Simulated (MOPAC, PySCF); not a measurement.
Breaking a bond: SMILES O=C=S, singlet. The C2–S3 bond (C2 also carries O; S3 carries nothing else) is stretched with both fragments frozen at the PBE0/def2-TZVP optimised geometry.

Methods: PM6, restricted, heats of formation (MOPAC); UKS-B3LYP/3-21G = unrestricted B3LYP/3-21G (PySCF 2.14.0); RKS-B3LYP/6-31G* = restricted B3LYP/6-31G*, spherical d run with PySCF.

Energies are in kJ/mol, each relative to the lowest point of its own curve near equilibrium.

```
R / Å    PM6  UKS-B3LYP/3-21G  RKS-B3LYP/6-31G*
-----  -----  ---------------  ----------------
1.17   512.7            941.1             850.2
1.25   285.0            529.6               [?]
1.32   152.1            297.0             243.9
1.41    50.4              [?]              84.8
1.47    15.8             51.7              30.4
1.51     4.1              [?]              10.6
1.56     0.0              5.2               0.2
1.59     2.1              0.0               0.0
1.66    17.6              2.0              12.7
1.73    43.9             18.1              38.3
1.82    86.9             51.0              81.7
1.92   139.8              [?]             135.4
2.11   235.4            180.7             232.9
2.34   324.8            261.1             323.5
2.57   384.1            288.9             382.8
2.80   418.7            297.6             419.8
3.10   439.5              [?]             448.2
3.39   446.7            308.7             463.6
3.81   450.1            313.3             474.8
4.22   451.4            315.5             479.5
4.71   453.4              [?]             481.8
5.40   453.3            316.8             482.8
```

**Question.** Fill in the missing entries.

**Answer.** 
- 1.25, RKS-B3LYP/6-31G*: 459.8
- 1.41, UKS-B3LYP/3-21G: 118.2
- 1.51, UKS-B3LYP/3-21G: 24.5
- 1.92, UKS-B3LYP/3-21G: 95.3
- 3.10, UKS-B3LYP/3-21G: 304.0
- 4.71, UKS-B3LYP/3-21G: 316.5

The restricted form behind PM6, RKS-B3LYP/6-31G* keeps the bonding electrons paired and can't separate into open-shell fragments. The unrestricted solution behind UKS-B3LYP/3-21G changes between 2.34 and 2.57 Å, which can leave a kink. The unrestricted determinant behind UKS-B3LYP/3-21G is spin-contaminated at 2.34 to 5.40 Å (<S²> up to 1.0, against 0.00 for a pure singlet).
